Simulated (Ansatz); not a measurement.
Results of r²SCAN+rVV10 (PAW; Ansatz, a program for electronic structure) for 1T (CdI2-type) SnSe₂.

Settings: plane-wave cutoff 600 eV, 12×12×6 k mesh (along the axes of the cell as run), scalar-relativistic PAW data made under PBE.

Cell (relaxed at this level):

```
CELL_PARAMETERS angstrom
      3.82550     0.00000     0.00000
     -1.91275     3.31298     0.00000
      0.00000     0.00000     6.23269
ATOMIC_POSITIONS crystal
  Sn 0.00000 0.00000 0.00000
  Se 0.33333 0.66667 0.25289
  Se 0.66667 0.33333 0.74711
```

### Question
Give the computed polycrystal shear modulus (Hill average), Poisson ratio, elastic constant C12, elastic constant C11, elastic constant C13, elastic constant C33, elastic constant C44 and elastic constant C66.

### Answer

- polycrystal shear modulus (Hill average): 19.8 GPa
- Poisson ratio: 0.247
- elastic constant C12: 30.3 GPa
- elastic constant C11: 111 GPa
- elastic constant C13: 12.8 GPa
- elastic constant C33: 27.8 GPa
- elastic constant C44: 9.08 GPa
- elastic constant C66: 40.6 GPa

Elastic constants are with the ions relaxed.

Spin–orbit coupling is not included.

The computed numbers hold no vibrational or temperature effects.

Computing time: around 60 core-minutes (rough).
